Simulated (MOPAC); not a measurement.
MOPAC input (PM3):

```
PM3 FORCE THERMO(298,298) PRECISE LET UHF MS=0.5 GEO-OK AUX(PRECISION=9) THREADS=1
C2H3O2

C    -0.92441862 1   -0.10383217 1    0.00397471 1
O    -0.99357915 1   -1.28045771 1   -0.00875104 1
O    -0.00518237 1    0.84393253 1    0.00945849 1
C     1.36704291 1    0.45565026 1   -0.00253171 1
H     1.88482921 1    1.41760968 1    0.00534753 1
H     1.63028584 1   -0.12727612 1    0.88594161 1
H     1.62028494 1   -0.10721202 1   -0.90670757 1
```

From the last part of the output:

```
     H    7   5.331124

          HEAT OF FORMATION =     -54.001953 KCALS/MOLE

          ZERO POINT ENERGY      30.026 KCAL/MOL

           NORMAL COORDINATE ANALYSIS (Total motion = 1 Angstrom)

   Root No.       1         2         3         4         5         6         7         8

                 1 A"      1 A'      2 A"      2 A'      3 A"      3 A'      4 A'      5 A'

                 112.0     260.7     270.0     663.2     983.8    1009.6    1073.2    1209.2

           1   -0.0000   -0.0394    0.0000    0.0525    0.0000    0.0148    0.0091    0.0586
           2   -0.0000   -0.0396    0.0000    0.1357    0.0000   -0.0969    0.0035   -0.2359
           3   -0.0294    0.0000    0.2507   -0.0000    0.0023    0.0000    0.0000    0.0000
           4    0.0000   -0.0381   -0.0000    0.0585    0.0000    0.0276    0.0172    0.1269
           5    0.0000    0.1348   -0.0000   -0.0535    0.0000    0.0061   -0.0061    0.0057
           6    0.0368   -0.0000   -0.0855    0.0000    0.0010   -0.0000   -0.0000   -0.0000
           7   -0.0000   -0.0477   -0.0000   -0.1170    0.0000   -0.0205   -0.0696   -0.1557
           8   -0.0000   -0.0396   -0.0000   -0.0112    0.0000   -0.0616   -0.0542    0.2223
           9   -0.0175    0.0000   -0.1520    0.0000    0.0314    0.0000    0.0000   -0.0000
          10   -0.0000    0.1128    0.0000    0.0020   -0.0000   -0.0457    0.0679   -0.0048
          11    0.0000   -0.0686    0.0000   -0.0394   -0.0000    0.1227    0.0447   -0.0496
          12    0.0017    0.0000    0.0435    0.0000   -0.0681   -0.0000   -0.0000    0.0000
          13    0.0000    0.1766    0.0000    0.1252    0.0000    0.1503   -0.0519   -0.0690
          14    0.0000    0.0645    0.0000    0.2147    0.0000    0.5376   -0.2051   -0.1566
          15    0.3125   -0.0000    0.1885   -0.0000    0.0927   -0.0000    0.0000    0.0000
          16    0.2601    0.1548    0.0704    0.0775   -0.0546    0.0528   -0.0172   -0.0578
          17   -0.0455   -0.1433   -0.1147   -0.1678   -0.3885    0.0178    0.2944   -0.0304
          18   -0.1446   -0.0004    0.0380   -0.0027    0.0886   -0.0217   -0.0188    0.0217
          19   -0.2601    0.1548   -0.0704    0.0775    0.0546    0.0528   -0.0172   -0.0578
          20    0.0455   -0.1433    0.1147   -0.1678    0.3886    0.0178    0.2944   -0.0304
          21   -0.1446    0.0004    0.0379    0.0027    0.0886    0.0217    0.0188   -0.0216

   Root No.       9        10        11        12        13        14        15

                 6 A'      4 A"      7 A'      8 A'      5 A"      9 A'     10 A'

                1336.8    1347.8    1354.4    2088.2    3063.3    3089.8    3141.7

           1   -0.0013   -0.0000    0.0006    0.5079   -0.0000    0.0003    0.0001
           2   -0.0058   -0.0000   -0.0017   -0.0474   -0.0000    0.0006   -0.0006
           3    0.0000   -0.0008    0.0000   -0.0000   -0.0000   -0.0000   -0.0000
           4    0.0083   -0.0000   -0.0008   -0.3382   -0.0000   -0.0001    0.0001
           5   -0.0011   -0.0000    0.0002   -0.0003   -0.0000    0.0000    0.0000
           6   -0.0000    0.0002    0.0000    0.0000   -0.0000    0.0000    0.0000
           7   -0.0130   -0.0000    0.0030   -0.0465    0.0000   -0.0005   -0.0003
           8   -0.0188    0.0000    0.0084    0.0241    0.0000   -0.0009    0.0008
           9    0.0000   -0.0003   -0.0000    0.0000    0.0003   -0.0000   -0.0000
          10    0.0042   -0.0000   -0.0543    0.0045   -0.0000    0.0468   -0.0233
          11    0.0984   -0.0000   -0.0186    0.0212   -0.0000    0.0053    0.0245
          12   -0.0000   -0.0462    0.0000   -0.0000   -0.0606   -0.0000   -0.0000
          13   -0.1501    0.0000   -0.0556   -0.0143   -0.0000   -0.2195    0.5041
          14   -0.2812    0.0000   -0.0657   -0.0252   -0.0000    0.1076   -0.2203
          15    0.0000    0.4393    0.0000    0.0000   -0.0243   -0.0000    0.0000
          16    0.0943   -0.2044    0.3303    0.0075    0.2429   -0.1657   -0.1122
          17   -0.2533    0.1429    0.0853   -0.0197    0.1111   -0.0823   -0.0392
          18    0.0366    0.0604   -0.2492    0.0121    0.3712   -0.3010   -0.1698
          19    0.0943    0.2044    0.3303    0.0075   -0.2429   -0.1657   -0.1122
          20   -0.2533   -0.1429    0.0853   -0.0197   -0.1111   -0.0823   -0.0392
          21   -0.0366    0.0604    0.2492   -0.0121    0.3712    0.3010    0.1698

           MASS-WEIGHTED COORDINATE ANALYSIS (NORMAL COORDINATES)

   Root No.       1         2         3         4         5         6         7         8

                 1 A"      1 A'      2 A"      2 A'      3 A"      3 A'      4 A'      5 A'

                 112.0     260.7     270.0     663.2     983.8    1009.6    1073.2    1209.2

           1   -0.0000   -0.1581    0.0000    0.2135    0.0000    0.0603    0.0480    0.1365
           2   -0.0000   -0.1589    0.0000    0.5520    0.0000   -0.3951    0.0183   -0.5493
           3   -0.1809    0.0000    0.7507   -0.0000    0.0123    0.0000    0.0000    0.0000
           4    0.0000   -0.1761   -0.0000    0.2747    0.0000    0.1300    0.1048    0.3410
           5    0.0000    0.6236   -0.0000   -0.2510    0.0000    0.0285   -0.0371    0.0153
           6    0.2613   -0.0000   -0.2955    0.0000    0.0063   -0.0000   -0.0000   -0.0000
           7   -0.0000   -0.2204   -0.0000   -0.5495    0.0000   -0.0966   -0.4237   -0.4183
           8   -0.0000   -0.1831   -0.0000   -0.0525    0.0000   -0.2896   -0.3302    0.5975
           9   -0.1240    0.0000   -0.5254    0.0000    0.1970    0.0000    0.0000   -0.0000
          10   -0.0000    0.4523    0.0000    0.0081   -0.0000   -0.1863    0.3581   -0.0112
          11    0.0000   -0.2749    0.0000   -0.1604   -0.0000    0.5003    0.2357   -0.1155
          12    0.0104    0.0000    0.1303    0.0000   -0.3701   -0.0000   -0.0000    0.0000
          13    0.0000    0.2050    0.0000    0.1476    0.0000    0.1774   -0.0793   -0.0465
          14    0.0000    0.0749    0.0000    0.2531    0.0000    0.6348   -0.3136   -0.1056
          15    0.5561   -0.0000    0.1635   -0.0000    0.1460   -0.0000    0.0000    0.0000
          16    0.4629    0.1797    0.0610    0.0913   -0.0861    0.0623   -0.0263   -0.0390
          17   -0.0810   -0.1664   -0.0995   -0.1978   -0.6119    0.0210    0.4500   -0.0205
          18   -0.2574   -0.0004    0.0329   -0.0031    0.1396   -0.0256   -0.0288    0.0146
          19   -0.4629    0.1797   -0.0610    0.0913    0.0861    0.0623   -0.0263   -0.0390
          20    0.0810   -0.1664    0.0995   -0.1978    0.6119    0.0210    0.4500   -0.0205
          21   -0.2573    0.0004    0.0329    0.0031    0.1395    0.0256    0.0287   -0.0146

   Root No.       9        10        11        12        13        14        15

                 6 A'      4 A"      7 A'      8 A'      5 A"      9 A'     10 A'

                1336.8    1347.8    1354.4    2088.2    3063.3    3089.8    3141.7

           1   -0.0071   -0.0000    0.0033    0.7867   -0.0000    0.0017    0.0006
           2   -0.0329   -0.0000   -0.0092   -0.0735   -0.0000    0.0037   -0.0031
           3    0.0000   -0.0044    0.0000   -0.0000   -0.0001   -0.0000   -0.0000
           4    0.0542   -0.0000   -0.0047   -0.6045   -0.0000   -0.0010    0.0006
           5   -0.0070   -0.0000    0.0014   -0.0006   -0.0000    0.0001    0.0002
           6   -0.0000    0.0014    0.0000    0.0000   -0.0000    0.0000    0.0000
           7   -0.0844   -0.0000    0.0187   -0.0832    0.0000   -0.0038   -0.0018
           8   -0.1222    0.0000    0.0526    0.0430    0.0000   -0.0060    0.0051
           9    0.0000   -0.0019   -0.0000    0.0000    0.0018   -0.0000   -0.0000
          10    0.0237   -0.0000   -0.2948    0.0070   -0.0000    0.2791   -0.1269
          11    0.5542   -0.0000   -0.1009    0.0329   -0.0000    0.0316    0.1333
          12   -0.0000   -0.2693    0.0000   -0.0000   -0.3078   -0.0000   -0.0000
          13   -0.2447    0.0000   -0.0874   -0.0064   -0.0000   -0.3787    0.7949
          14   -0.4586    0.0000   -0.1032   -0.0113   -0.0000    0.1856   -0.3473
          15    0.0000    0.7424    0.0000    0.0000   -0.0357   -0.0000    0.0000
          16    0.1538   -0.3454    0.5190    0.0034    0.3571   -0.2859   -0.1770
          17   -0.4132    0.2416    0.1340   -0.0088    0.1634   -0.1420   -0.0618
          18    0.0597    0.1021   -0.3916    0.0054    0.5457   -0.5193   -0.2677
          19    0.1537    0.3454    0.5191    0.0034   -0.3571   -0.2859   -0.1770
          20   -0.4132   -0.2416    0.1340   -0.0088   -0.1633   -0.1419   -0.0618
          21   -0.0596    0.1021    0.3916   -0.0054    0.5457    0.5194    0.2677

          DESCRIPTION OF VIBRATIONS

 VIBRATION          1    1A"         ATOM PAIR     ENERGY CONTRIBUTION    RADIAL
 FREQUENCY           112.02         C 4 -- H 5         +34.1% (503.6%)      0.0%
 TRANSITION DIPOLE   0.0111         C 4 -- H 7         +32.6% (492.3%)      0.0%
 TRAVEL (Ang.)       0.0000         C 4 -- H 6         +32.6% (492.3%)      0.0%
 REDUCED MASS        0.3538         C 1 -- O 2          +0.4% ( 52.3%)      0.0%
 EFFECTIVE MASS      3.0532
 FORCE CONSTANT      0.0026

 VIBRATION          2    1A'         ATOM PAIR     ENERGY CONTRIBUTION    RADIAL
 FREQUENCY           260.73         O 3 -- C 4         +28.0% (238.5%)      0.7%
 TRANSITION DIPOLE   0.2879         C 4 -- H 7         +22.7% (214.8%)     14.1%
 TRAVEL (Ang.)       0.2571         C 4 -- H 6         +22.7% (214.8%)     14.1%
 REDUCED MASS        3.9116         C 4 -- H 5         +14.8% (173.2%)     75.3%
 EFFECTIVE MASS     41.9928
 FORCE CONSTANT      0.1567

 VIBRATION          3    2A"         ATOM PAIR     ENERGY CONTRIBUTION    RADIAL
 FREQUENCY           270.04         C 1 -- O 3         +26.6% ( 91.0%)      0.0%
 TRANSITION DIPOLE   0.5355         O 3 -- C 4         +20.5% ( 79.8%)      0.0%
 TRAVEL (Ang.)       0.2200         C 4 -- H 5         +15.0% ( 68.4%)      0.0%
 REDUCED MASS        5.1596         C 1 -- O 2         +14.0% ( 66.1%)      0.0%
 EFFECTIVE MASS     16.2306         C 4 -- H 6         +12.0% ( 61.1%)     24.5%
 FORCE CONSTANT      0.2217         C 4 -- H 7         +12.0% ( 61.1%)     24.5%

 VIBRATION          4    2A'         ATOM PAIR     ENERGY CONTRIBUTION    RADIAL
 FREQUENCY           663.20         C 1 -- O 3         +39.6% ( 98.9%)      3.5%
```
